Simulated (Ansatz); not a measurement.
Ideal-gas functions of C2H3F3S, SMILES `CSC(F)(F)F` at 600 K and 1 bar, from an Ansatz frequency run at PBE0-D4/def2-TZVP.

Molar mass 116.11 g/mol, point group Cs (symmetry number 1), electronic degeneracy 1, moments of inertia 114.44, 217.33, 241.348 u Å². Harmonic wavenumbers (cm⁻¹, unscaled): 74, 153, 191, 333, 352, 468, 546, 561, 741, 775, 980, 990, 1141, 1160, 1206, 1354, 1459, 1477, 3072, 3168, 3171.

Use S(trans) = R[1.5 ln M + 2.5 ln T − 1.1517]; rotational temperatures θ = 24.2544 K / I; S(rot) = R[ln(√π/σ · √(T³/θAθBθC)) + 1.5]; for each mode x = 1.438777 ν̃/T, S = R[x/(eˣ − 1) − ln(1 − e⁻ˣ)] and H = RT x/(eˣ − 1); 1 cm⁻¹ = 0.0119627 kJ/mol; R = 8.31446 J/(mol·K).

**Question.** By hand: the entropy, in J/(mol·K).

**Answer.** Translation 182.7. Rotation: θ = 0.2119, 0.1116, 0.1005 K, giving 122.1. Vibration, mode by mode: 22.70, 16.70, 14.88, 10.40, 9.97, 7.78, 6.64, 6.45, 4.55, 4.26, 2.89, 2.84, 2.13, 2.06, 1.89, 1.42, 1.16, 1.12, 0.04, 0.04, 0.04, in all 120.0. Electronic 0.0. Sum 424.8 J/(mol·K).

**Question.** By hand: H − E and G − E in kJ/mol, counted from the electronic energy.

**Answer.** Zero-point energy ½ × 23372 × 0.0119627 = 139.8; thermal vibration 37.0; translation, rotation and pV give 4 RT = 20.0. H − E = 196.8 kJ/mol, and G − E = 196.8 − 600 × 424.8/1000 = -58.1 kJ/mol.

Vibration gives 28 % of the entropy, 22.7 J/(mol·K) of it from the mode under 150 cm⁻¹: soft modes count most, and the harmonic formula is weakest for them.
